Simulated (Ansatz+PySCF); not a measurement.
The numbers below are computed, except where a source is named.
Input for PySCF 2.14.0:

```python
from pyscf import gto, scf, mp

mol = gto.M(atom="""
B 0.007830 0.003300 0.005270
H 1.200470 0.004530 -0.006530
H -0.606380 1.054320 -0.001170
H -0.594950 -1.048940 0.003790
""", basis='def2-svp', charge=0, spin=0)
mf = scf.RHF(mol)
mf.kernel()
pt = mp.MP2(mf, frozen=1).run()
print(mf.e_tot, pt.e_corr, pt.e_tot)
```

The script is written out from the run's settings.

Output:

```json
{
 "Converged": "yes",
 "Reference energy": "-26.37017 hartree",
 "Correlation energy": "-0.09246 hartree",
 "Total energy": "-26.46263 hartree"
}
```
